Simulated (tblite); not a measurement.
Compound: CH₂S₂.
Structure used (GFN2-xTB), in Å, numbered top down from 1:
```
atom  x, y, z in Å
S1    -0.8963    1.4511   -0.3969
C2    -0.5353   -0.1065   -0.1467
S3     1.0388   -0.8139   -0.2078
H4    -1.2965   -0.8405    0.0862
H5     1.6979    0.3127   -0.4904
```

All values are computed: GFN2-xTB (tblite) harmonic vibrations without scaling, gas phase. Errors from tens to a few hundred cm⁻¹ against measured bands are possible. Modes of hydrogen on sulfur can be 10 to 20 % off. One conformer, not necessarily the lowest.

Harmonic wavenumbers (cm⁻¹): 300.8, 403.8, 717.0, 749.9, 876.0, 1073.4, 1224.9, 2404.9, 3013.2.

A = 47669, B = 3519, C = 3277 MHz; mass 77.960 u (most abundant isotopes); point group Cs, symmetry number 1.

Zero-point energy?

Half the sum of the wavenumbers: 5382 cm⁻¹ = 64.38 kJ/mol.

Entropy at 298.15 K, 1 bar (ideal gas, RRHO, classical rotation)?

Translation 163.18, rotation 99.93, vibration 13.22: S = 276.3 J/(mol K).

And Cp and H(298.15 K) − H(0)?

Cp = 57.09 J/(mol K), of which vibrations give 23.84 (their classical limit is 9 R = 74.8); H(298.15 K) − H(0) = 12.61 kJ/mol without the zero-point energy, 2.70 from vibrations.

Which modes carry the vibrational entropy at 298.15 K?

300.8 cm⁻¹: 5.91; 403.8 cm⁻¹: 3.97; 717.0 cm⁻¹: 1.20; 749.9 cm⁻¹: 1.06; 876.0 cm⁻¹: 0.64; 1073.4 cm⁻¹: 0.29 J/(mol K); the other 3 give 0.16 together.

What must be added to the electronic energy to get the Gibbs energy at 298.15 K and 1 bar?

ZPE + [H(298.15 K) − H(0)] − T·S = 64.38 + 12.61 − 82.39 = -5.40 kJ/mol.

How do the functions run with temperature in this model?

| T (K) | S (J/(mol K)) | Cp (J/(mol K)) | H − H(0) (kJ/mol) | G − H(0) (kJ/mol) | ln q(vib) |
| --- | --- | --- | --- | --- | --- |
| 100 | 227.6 | 36.3 | 3.39 | -19.37 | 0.02 |
| 200 | 255.7 | 46.6 | 7.52 | -43.63 | 0.19 |
| 300 | 276.7 | 57.3 | 12.72 | -70.29 | 0.51 |
| 500 | 310.0 | 72.9 | 25.87 | -129.10 | 1.34 |
| 800 | 347.3 | 85.5 | 49.83 | -227.97 | 2.68 |
| 1000 | 366.9 | 90.7 | 67.49 | -299.45 | 3.53 |

q(vib) and H(0) count from the zero-point level.

Other conformers, if any are populated, would add a mixing term that is left out.

Time: under 0.1 s of wall time. Hardware: an Arm Neoverse V1 with one thread, shared host with 64 logical CPUs at a one-minute load of 106. This covers the Hessian and the dipole derivatives.
